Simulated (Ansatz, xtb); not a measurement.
**A geometry optimisation of BHSi2 with r2SCAN-D4/def2-SVP**

The starting geometry of this gas-phase singlet has its atoms placed at random.

```xyz
4

B     0.6705    0.1204   -1.2914
Si    0.1179    0.1680    1.6008
Si    1.5316   -0.6226    0.3210
H     0.1604   -1.4735    0.4860
```

Q: Guess where an optimisation with r2SCAN-D4/def2-SVP ends from this start.

A: It ends as a structure with H4 bridging Si3 and Si2, given below by its coordinates. Contacts that close: Si2–H4 (1.98 → 1.76 Å).

The energy falls by 0.33 eV over 6 steps:

| step | E − E(last) (eV) |
| --- | --- |
| 1 | 0.326 |
| 2 | 0.027 |
| 3 | 0.004 |
| 4 | 0.000 |
| 5 | 0.000 |
| 6 | 0.000 |

Final geometry (Å):

| atom | x (Å) | y (Å) | z (Å) |
| --- | --- | --- | --- |
| B | 0.7123 | 0.0600 | -1.4649 |
| Si | 0.0636 | 0.0126 | 1.7397 |
| Si | 1.5871 | -0.5965 | 0.2861 |
| H | 0.1175 | -1.2838 | 0.5554 |

From the same start GFN2-xTB ends elsewhere, differing in Si2–H4 (2.93 against 1.76 Å here).

From so rough a start the end depends on the optimiser's path, so another program may land elsewhere. The end wasn't checked by frequencies. Run with Ansatz 0.2.0, 22 s on 1 thread of Intel(R) Xeon(R) Processor @ 2.50GHz (Skylake/Cascade Lake), with other jobs on the host.
